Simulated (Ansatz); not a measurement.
**Two structures, one formula**

The two ends of one reaction step of AlH3SO, singlet (PBE0-D4/def2-TZVP).

A:

Al1  (-0.945, -0.029, 1.539)
S2  (1.308, 0.440, -0.958)
H3  (1.689, 1.536, -0.284)
O4  (-2.039, -0.719, 0.439)
H5  (2.121, -0.349, -0.239)
H6  (-2.134, -0.879, -0.496)
(Å)

B:

```csv
atom,x (Å),y (Å),z (Å)
Al1,-0.0943,0.2478,0.3434
S2,1.2332,-0.5770,-1.1824
H3,0.4138,1.2698,1.4225
O4,-1.7163,-0.2213,0.3716
H5,2.2881,0.1153,-0.7187
H6,-2.1245,-0.8345,-0.2364
```

Computed with Ansatz 0.2.0 (basis: def2-TZVPP); correlated methods freeze the cores. B3LYP uses VWN-RPA correlation.

(1) Which structure is lower at CCSD(T), and by how much? (Judge from chemistry; the value comes from the calculation.)

No T1 diagnostic of these runs exceeds 0.014.

Results:

(1) By the calculation: B, by 1.713 eV (electronic energy, against the other). By their contacts, A is a complex of AlHO ([OH][Al]) + H₂S and B is AlH₃SO ([OH][AlH][SH]).

All methods give the same order:

```
      method  E(B) − E(A) (eV)
       SPW92            -1.685
      PBE-D4            -1.601
     BLYP-D4            -1.494
   r2SCAN-D4            -1.905
      B97M-V            -1.845
     PBE0-D4            -1.720
    B3LYP-D4            -1.611
  r2SCAN0-D4            -1.913
    BHLYP-D4            -1.730
CAM-B3LYP-D4            -1.693
     wB97X-V            -1.813
     wB97M-V            -1.639
      B2PLYP            -1.719
    PBE-QIDH            -1.865
  RPA on PBE            -1.573
          HF            -1.789
         MP2            -1.858
        CCSD            -1.707
     CCSD(T)            -1.713
```

Labels in which every atom is bracketed show which atoms are joined, not bond orders.

For scale, one of the runs: CCSD(T)/def2-TZVPP, 157 basis functions, launched by `ansatz run in.yaml --threads 2 --pin off --events-out ev --progress --plain --max-ram 4352MiB`. Time: 9 s of wall clock on 2 CPU threads of an Intel Xeon Platinum 8375C; the host was shared. Peak host memory: 1 GiB.
